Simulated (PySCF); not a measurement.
Compound: C₃H₄FP.
SMILES with atom numbers: `[H]/[P:5]=[C:3](\[CH:2]=[CH2:1])[F:4]` (hydrogens: H6, H7 on C1; H8 on C2; H9 on P5)

Computed by this run: PBE0-D3(BJ)/def2-SVP geometry optimisation, gas phase (PySCF 2.14.0); density fitting, grid level 1; the optimiser is geomeTRIC in internal coordinates, started from a GFN2-xTB structure.

Step 0: E = -15162.9867 eV
```
atom  x, y, z in Å  |  force x, y, z in eV/Å
C1     -1.5819   -0.3031   -0.0098    0.009   0.031   0.054
C2     -0.2910   -0.3523   -0.3420    0.026   0.052   0.074
C3      0.7587    0.2429    0.4364    0.190   0.443   0.696
F4      0.3523    0.8783    1.5590   -0.005  -0.351  -0.583
P5      2.4245    0.2526    0.1366    0.321   0.411   0.614
H6     -1.9135    0.1983    0.8839   -0.112   0.292   0.503
H7     -2.3391   -0.7620   -0.6204   -0.386  -0.290  -0.403
H8      0.0359   -0.8576   -1.2407    0.076  -0.211  -0.359
H9      2.3229   -0.4802   -1.0497   -0.118  -0.375  -0.596
```

Step 1: E = -15163.0245 eV
```
atom  x, y, z in Å  |  force x, y, z in eV/Å
C1     -1.5782   -0.3011   -0.0004   -0.092   0.000   0.014
C2     -0.2847   -0.3528   -0.3508    0.068  -0.035  -0.074
C3      0.7712    0.2487    0.4415   -0.179  -0.043  -0.107
F4      0.3095    0.8710    1.5264    0.100   0.061   0.133
P5      2.4451    0.2606    0.1634    0.043  -0.036  -0.084
H6     -1.8944    0.2038    0.9164    0.009  -0.012  -0.037
H7     -2.3503   -0.7623   -0.6217    0.037   0.007   0.020
H8      0.0277   -0.8614   -1.2670    0.000   0.005   0.020
H9      2.3229   -0.4896   -1.0545    0.014   0.055   0.115
```

Problem. Estimate the geometry and energy of step 2. (The exact step hangs on the optimiser's Hessian estimate; all steps are aligned on step 1, rigid shifts and turns removed.)

Solution. E = -15163.0205 eV, largest force 0.261 eV/Å
```
atom  x, y, z in Å  |  force x, y, z in eV/Å
C1     -1.5852   -0.3064   -0.0093    0.009   0.027   0.034
C2     -0.2862   -0.3447   -0.3437   -0.052   0.078   0.136
C3      0.7680    0.2601    0.4498    0.173  -0.062  -0.056
F4      0.3620    0.8842    1.5580   -0.235  -0.058  -0.098
P5      2.4393    0.2585    0.1487    0.043  -0.020  -0.038
H6     -1.9208    0.1974    0.8999    0.005   0.009   0.017
H7     -2.3416   -0.7793   -0.6391    0.000   0.000  -0.001
H8      0.0360   -0.8518   -1.2565    0.026   0.006   0.014
H9      2.2973   -0.5011   -1.0543    0.031   0.018  -0.008
```

The energy changes by +0.0041 eV. The first-order estimate −F·Δx gives -0.0097 eV and the mean of the old and new forces, exact on a quadratic surface, +0.0038 eV. The step makes an angle of 72° with the force vector and moves no atom by more than 0.063 Å. The energy falls at the start of this step and ends higher, so the step passed the lowest point of its straight line.

The cost below is that of the whole optimisation. Hardware: one thread, Arm Neoverse N1 (aarch64), on a shared host. Cost: 30 s wall, 0.51 GiB resident at most.
